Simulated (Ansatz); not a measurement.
# SiHCl (triplet): from Hartree-Fock to the top rungs, cc-pVDZ

How much of the correlation energy of SiHCl (triplet) does each wave-function method recover here?

The runs use Ansatz 0.2.0, Gaussian basis; cc-pVDZ, core rule «outside noble gas», up to 10 orbitals frozen.

Plan: UHF; CCSD(T) on ROHF; CCSD(T) on UHF; BCCD(T) on ROHF; CISD; CCSDT(Q) on ROHF; CCSDT(Q) on UHF; CCSDTQ on ROHF; CCSDTQ on UHF; CASSCF and MRCISD+Q, 12 electrons in 9 orbitals; CASSCF and NEVPT2, 12 electrons in 9 orbitals.

8 further runs of the same task are left out: 2 for a known fault of the program, 6 set aside as unsound or not needed.

## 1. The geometry

The geometry is a PBE0/def2-TZVP stationary point (not a proven minimum).

3 atoms, charge 0, spin multiplicity 3.

Atoms are counted from 1 here; the program's logs count them from 0.

Bond lengths: Si1–Cl2 2.048 Å, Si1–H3 1.491 Å. Angles: Cl2–Si1–H3 115.5°.

## 2. UHF

in.yaml

```yaml
crystal:
  periodic: [false, false, false]
  atoms:
    - {symbol: Si, position_ang: [0.000000, -0.097122, 1.110575]}
    - {symbol: Cl, position_ang: [0.000000, 0.042769, -0.932187]}
    - {symbol: H, position_ang: [0.000000, 1.201899, 1.843159]}
basis:
  gaussian: {orbitals: cc-pVDZ}
magnetization: {spin_polarized: true, initial_magnetization: 2}
hamiltonian: {xc: hf}
output: {orbitals: {seedname: orbitals}}
```

Launch:

```sh
$ ansatz run in.yaml --threads 1 --pin off --events-out ev --progress --plain --max-ram 4096MiB --backend cpu
```

Further steps of the session: CCSD(T) on ROHF; CCSD(T) on UHF; BCCD(T) on ROHF; CISD; CCSDT(Q) on ROHF; CCSDT(Q) on UHF; CCSDTQ on ROHF; CCSDTQ on UHF; CASSCF and MRCISD+Q, 12 electrons in 9 orbitals; CASSCF and NEVPT2, 12 electrons in 9 orbitals.

Q: Predict the results of all the runs planned. Wanted: UCCSDTQ below the RHF energy; RMP2 from UCCSDTQ; UMP2 from UCCSDTQ; RCCSD from UCCSDTQ; RCCSD(T) from UCCSDTQ; UCCSD(T) from UCCSDTQ; RCCSDT(Q) from UCCSDTQ; UCCSDT(Q) from UCCSDTQ; NEVPT2 valence from UCCSDTQ.

The runs gave:

| quantity | value |
| --- | --- |
| UCCSDTQ below the RHF energy | -6.3052 eV |
| RMP2 from UCCSDTQ | +20.76 kcal/mol |
| UMP2 from UCCSDTQ | +20.63 kcal/mol |
| RCCSD from UCCSDTQ | +4.04 kcal/mol |
| RCCSD(T) from UCCSDTQ | +0.77 kcal/mol |
| UCCSD(T) from UCCSDTQ | +0.77 kcal/mol |
| RCCSDT(Q) from UCCSDTQ | +0.02 kcal/mol |
| UCCSDT(Q) from UCCSDTQ | -0.01 kcal/mol |
| NEVPT2 valence from UCCSDTQ | +28.65 kcal/mol |
| MRCISD+Q valence from UCCSDTQ | +1.01 kcal/mol |
| levels within 1 kcal/mol (43 meV) | RCCSD(T), UCCSD(T), BCCD(T), RCCSDT, UCCSDT, RCCSDT(Q), UCCSDT(Q), RCCSDTQ |
| T1 diagnostic | 0.021 |
| effectively unpaired electrons | 2.01 |

**Reading.** RCCSD(T) lands +0.77 kcal/mol from the yardstick (0.5 % of the correlation energy). One determinant dominates. Of the multireference levels listed MRCISD+Q valence comes nearest in total energy (+1.01 kcal/mol), which doesn't show that its space is the better one. These misses are within one basis, not against nature; the frozen cores of restricted and unrestricted runs differ, which can shift their rows.
